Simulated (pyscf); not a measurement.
HO–PH–OH → H₂O + O=PH, gas phase, singlet surface. Structures and frequencies: ωB97X-D3(BJ)/def2-SVP in PySCF. Correlated levels are frozen-core, on RHF or UHF. ΔMP2 is the change of the MP2 total energy from the triple- to the quadruple-zeta basis. ΔG in kcal/mol from CCSD(T)/def2-TZVPP + ΔMP2(QZVPP) energies (ideal gas, 1 atm, RRHO with modes under 100 cm⁻¹ raised to 100, one conformer, R ln 2 for chiral ones without a mode under 150 cm⁻¹).

| T (K) | ΔG |
|---|---|
| 298 | +23.1 |
| 600 | +12.3 |
| 900 | ? |
| 1200 | -8.2 |

Q: Fit a line to the three values, predict ΔG at 900 K, and estimate where the reaction turns favourable at 1 atm of each gas.

A: Least squares gives ΔG = +33.3 − 34.6 × T/1000 K, so ΔS is about +145 J/(mol K) and ΔH about +33.3 kcal/mol over this range (ΔH at 298 K: +33.7). At 900 K the line gives +2.2; the computed value is +1.9. ΔG = 0 falls near 960 K; 1 kcal/mol in the energy moves that by 29 K. This is thermodynamics alone and says nothing of the barrier. The CCSD(T) − MP2 part came from Ansatz, without density fitting, on the same reference.
